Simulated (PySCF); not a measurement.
# ClF4⁺ with other numerical set-ups

The method stays; parts of the set-up, such as the basis or the Hamiltonian, are changed.

Computed with PySCF 2.14.0. Level: each script names its method and basis.

## (1) The system as given

ClF4⁺: 5 atoms, charge 1, spin multiplicity 1.

Bond lengths: Cl1–F2 1.716 Å, Cl1–F3 1.716 Å, Cl1–F4 1.675 Å, Cl1–F5 1.675 Å. Angles: F2–Cl1–F3 175.3°, F2–Cl1–F4 88.6°, F2–Cl1–F5 88.6°, F3–Cl1–F4 88.6°, F3–Cl1–F5 88.6°, F4–Cl1–F5 106.9°.

## (2) Base script

input.py

```python
from pyscf import gto, scf, mp

mol = gto.M(
    atom='Cl 0 0 -0.3658; F 0 1.7144 -0.296; F 0 -1.7144 -0.296; F 1.3451 0 0.6317; F -1.3451 0 0.6317',
    basis='ano-rcc-vdzp',
    charge=1,
    spin=0,
    verbose=4,
)
mf = scf.RHF(mol)
mf = mf.sfx2c1e()
mf.kernel()
mp.MP2(mf, frozen=9).kernel()
mf.dip_moment()
print('orbital energies (hartree):', mf.mo_energy[..., max(0, mol.nelec[1]-3):mol.nelec[0]+3].round(4))
```

Command:

```bash
> OMP_NUM_THREADS=1 python input.py
```

The log of this run is left out.

In short: E(SCF) = -858.283052 Eh, 13 cycles, E(MP2) − E(SCF) = -0.99808 Eh.

The dipole of an ion depends on the origin.

## (3) Lanl2dz (core potential on, X2C off)

Variant 1 changes basis set: ano-rcc-vdzp → lanl2dz; core potential: off → on; spin-free X2C: on → off; frozen orbitals: 9 → 4. The core potential changes with it: totals don't compare.

input.py

```python
from pyscf import gto, scf, mp

mol = gto.M(
    atom='Cl 0 0 -0.3658; F 0 1.7144 -0.296; F 0 -1.7144 -0.296; F 1.3451 0 0.6317; F -1.3451 0 0.6317',
    basis='lanl2dz',
    ecp={'Cl': 'lanl2dz'},
    charge=1,
    spin=0,
    verbose=4,
)
mf = scf.RHF(mol)
mf.kernel()
mp.MP2(mf, frozen=4).kernel()
mf.dip_moment()
print('orbital energies (hartree):', mf.mo_energy[..., max(0, mol.nelec[1]-3):mol.nelec[0]+3].round(4))
```

Command:

```bash
> OMP_NUM_THREADS=1 python input.py
```

The program printed, shortened:

```text
[lines on the frontier levels of each cycle are left out]
PySCF version 2.14.0

[INPUT] verbose = 4
[INPUT] num. atoms = 5
[INPUT] num. electrons = 42
[INPUT] charge = 1
[INPUT] spin (= nelec alpha-beta = 2S) = 0
[INPUT] symmetry False subgroup None
[INPUT] Mole.unit = angstrom
[INPUT] Symbol           X                Y                Z      unit          X                Y                Z       unit  Magmom
[INPUT]  1 Cl     0.000000000000   0.000000000000  -0.365800000000 AA    0.000000000000   0.000000000000  -0.691261816366 Bohr   0.0
[INPUT]  2 F      0.000000000000   1.714400000000  -0.296000000000 AA    0.000000000000   3.239746467954  -0.559358932871 Bohr   0.0
[INPUT]  3 F      0.000000000000  -1.714400000000  -0.296000000000 AA    0.000000000000  -3.239746467954  -0.559358932871 Bohr   0.0
[INPUT]  4 F      1.345100000000   0.000000000000   0.631700000000 AA    2.541870610152   0.000000000000   1.193739992888 Bohr   0.0
[INPUT]  5 F     -1.345100000000   0.000000000000   0.631700000000 AA   -2.541870610152   0.000000000000   1.193739992888 Bohr   0.0

nuclear repulsion = 179.503598038682
number of shells = 24
number of NR pGTOs = 112
number of NR cGTOs = 44
basis = lanl2dz
ecp = {'Cl': 'lanl2dz'}

******** <class 'pyscf.scf.hf.RHF'> ********
method = RHF
initial guess = minao
damping factor = 0
level_shift factor = 0
DIIS = <class 'pyscf.scf.diis.CDIIS'>
diis_start_cycle = 1
diis_space = 8
diis_damp = 0
SCF conv_tol = 1e-09
SCF conv_tol_grad = None
SCF max_cycles = 50
direct_scf = True
direct_scf_tol = 1e-13
Set gradient conv threshold to 3.16228e-05
Initial guess from minao.
init E= -409.48457113326
cycle= 1 E= -410.246637754254  delta_E= -0.762  |g|= 1.64  |ddm|= 3.61
cycle= 2 E= -410.761463661932  delta_E= -0.515  |g|= 1.72  |ddm|= 2.85
cycle= 3 E= -411.396760876634  delta_E= -0.635  |g|= 0.226  |ddm|= 1.19
cycle= 4 E= -411.418039370011  delta_E= -0.0213  |g|= 0.0591  |ddm|= 0.343
cycle= 5 E= -411.421593093329  delta_E= -0.00355  |g|= 0.0189  |ddm|= 0.185
cycle= 6 E= -411.421944332295  delta_E= -0.000351  |g|= 0.00959  |ddm|= 0.0564
cycle= 7 E= -411.42202589335  delta_E= -8.16e-05  |g|= 0.00522  |ddm|= 0.0293
cycle= 8 E= -411.422048912264  delta_E= -2.3e-05  |g|= 0.00225  |ddm|= 0.0149
cycle= 9 E= -411.42205661802  delta_E= -7.71e-06  |g|= 0.000643  |ddm|= 0.0117
cycle= 10 E= -411.422057234458  delta_E= -6.16e-07  |g|= 0.000307  |ddm|= 0.00226
cycle= 11 E= -411.42205734395  delta_E= -1.09e-07  |g|= 7.13e-05  |ddm|= 0.00105
cycle= 12 E= -411.422057350217  delta_E= -6.27e-09  |g|= 2.87e-05  |ddm|= 0.000227
cycle= 13 E= -411.422057351138  delta_E= -9.21e-10  |g|= 5.67e-06  |ddm|= 0.000102
Extra cycle  E= -411.422057351166  delta_E= -2.81e-11  |g|= 3.39e-06  |ddm|= 9.62e-06
converged SCF energy = -411.422057351166

******** <class 'pyscf.mp.mp2.RMP2'> ********
nocc = 17, nmo = 40
frozen orbitals 4
E(RMP2) = -412.035225218997  E_corr = -0.613167867831069
E(SCS-RMP2) = -412.020195728109  E_corr = -0.598138376942681
E_corr(same-spin) = -0.158841997447618
E_corr(oppo-spin) = -0.454325870383451

WARN: System has nonzero charge 1; the dipole moment is origin-dependent.
Location of origin: [0. 0. 0.]

Dipole moment(X, Y, Z, Debye):  0.00000,  0.00000, -0.78178
orbital energies (hartree): [-0.9528 -0.9363 -0.8029 -0.3698 -0.3645 -0.2593]
```

Wall time 1.5 s (1 thread of Arm Neoverse N1, shared host).

Outcome: E(SCF) = -411.422057 Eh, 13 cycles, E(MP2) − E(SCF) = -0.61317 Eh.

## (4) Pcseg-1 (X2C off)

Variant 2 changes basis set: ano-rcc-vdzp → pcseg-1; spin-free X2C: on → off.

input.py: that of step 2 with these lines changed.

```diff
@@ -4,3 +4,3 @@
     atom='Cl 0 0 -0.3658; F 0 1.7144 -0.296; F 0 -1.7144 -0.296; F 1.3451 0 0.6317; F -1.3451 0 0.6317',
-    basis='ano-rcc-vdzp',
+    basis='pcseg-1',
     charge=1,
@@ -10,3 +10,2 @@
 mf = scf.RHF(mol)
-mf = mf.sfx2c1e()
 mf.kernel()
```

Command:

```bash
> OMP_NUM_THREADS=1 python input.py
```

The program printed, shortened:

```text
[lines on the frontier levels of each cycle are left out]
[... 4 set-up lines left out, the same as in an earlier log ...]
[INPUT] num. electrons = 52
[... 11 set-up lines left out, the same as in an earlier log ...]
nuclear repulsion = 291.897744586632
number of shells = 15
number of NR pGTOs = 144
number of NR cGTOs = 74
basis = pcseg-1
ecp = {}
[... 17 set-up lines left out, the same as in an earlier log ...]
init E= -857.159665075423
cycle= 1 E= -855.736935186354  delta_E= 1.42  |g|= 1.31  |ddm|= 2.84
cycle= 2 E= -855.91915423111  delta_E= -0.182  |g|= 1.18  |ddm|= 2.26
cycle= 3 E= -856.178788482279  delta_E= -0.26  |g|= 0.133  |ddm|= 0.934
cycle= 4 E= -856.186316296884  delta_E= -0.00753  |g|= 0.0582  |ddm|= 0.171
cycle= 5 E= -856.189291245408  delta_E= -0.00297  |g|= 0.0195  |ddm|= 0.155
cycle= 6 E= -856.189608926002  delta_E= -0.000318  |g|= 0.00964  |ddm|= 0.0606
cycle= 7 E= -856.189646728214  delta_E= -3.78e-05  |g|= 0.00277  |ddm|= 0.0181
cycle= 8 E= -856.189652970508  delta_E= -6.24e-06  |g|= 0.000924  |ddm|= 0.0092
cycle= 9 E= -856.18965396437  delta_E= -9.94e-07  |g|= 0.000358  |ddm|= 0.00301
cycle= 10 E= -856.189654149199  delta_E= -1.85e-07  |g|= 8.62e-05  |ddm|= 0.00148
cycle= 11 E= -856.189654158585  delta_E= -9.39e-09  |g|= 2.96e-05  |ddm|= 0.000303
cycle= 12 E= -856.189654159586  delta_E= -1e-09  |g|= 1.24e-05  |ddm|= 0.000105
cycle= 13 E= -856.189654159711  delta_E= -1.25e-10  |g|= 4.23e-06  |ddm|= 3.13e-05
Extra cycle  E= -856.189654159727  delta_E= -1.55e-11  |g|= 2.65e-06  |ddm|= 7.14e-06
converged SCF energy = -856.189654159727

******** <class 'pyscf.mp.mp2.RMP2'> ********
nocc = 17, nmo = 65
frozen orbitals 9
E(RMP2) = -857.164387869527  E_corr = -0.974733709800641
E(SCS-RMP2) = -857.124916485871  E_corr = -0.935262326143701
E_corr(same-spin) = -0.270482452635079
E_corr(oppo-spin) = -0.704251257165562

WARN: System has nonzero charge 1; the dipole moment is origin-dependent.
Location of origin: [0. 0. 0.]

Dipole moment(X, Y, Z, Debye): -0.00000, -0.00000, -1.20883
orbital energies (hartree): [-0.9437 -0.9293 -0.8409 -0.3299 -0.3209 -0.2055]
```

Run time: 2.3 s. Hardware: 1 thread of Arm Neoverse N1, shared host.

This run: E(SCF) = -856.189654 Eh, 13 cycles, E(MP2) − E(SCF) = -0.97473 Eh.

## (5) All runs together

| run | E(SCF) (hartree) | from base (eV) | cycles | gap (eV) | functions | after the SCF |
| --- | --- | --- | --- | --- | --- | --- |
| base | -858.283052 | 0 | 13 | 13.98 | 74 | MP2 correlation -27.159 eV, core frozen |
| lanl2dz (core potential on, X2C off) | -411.422057 | not comparable | 13 | 11.79 | 44 | MP2 correlation -16.685 eV, core frozen |
| pcseg-1 (X2C off) | -856.189654 | not comparable | 13 | 13.91 | 74 | MP2 correlation -26.524 eV, core frozen |

Wall time on 1 thread of Arm Neoverse N1, shared host, start-up included: base 16 s; lanl2dz (core potential on, X2C off) 1.5 s; pcseg-1 (X2C off) 2.3 s.

What this shows: Total energies from different bases, Hamiltonians or methods carry different errors, so properties are taken as differences within one set-up.
